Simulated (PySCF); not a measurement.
Isomers of C3H4. All species are isolated molecules in the gas phase. Strings in code marks are SMILES.

Computed with PBE-D3(BJ)/def2-TZVP // B3LYP-D3(BJ)/def2-TZVP run with PySCF 2.14.0. Delta-SCF ions had no search for a lower state. Excitations are Tamm–Dancoff values on a coarser integration grid. The basis has no diffuse functions, so Rydberg states are missing or too high.

| species | S1 excitation (TDA) (eV) | vertical ionisation energy (Delta-SCF) (eV) | dipole moment (D) | HOMO (eV) |
|---|---|---|---|---|
| `CC#C` | 6.77 | 10.24 | 0.86 | -6.49 |
| `C=C=C` | 5.85 | 10.02 | 0.00 | -6.55 |
| `C1=CC1` | 6.34 | 9.73 | 0.48 | -6.11 |
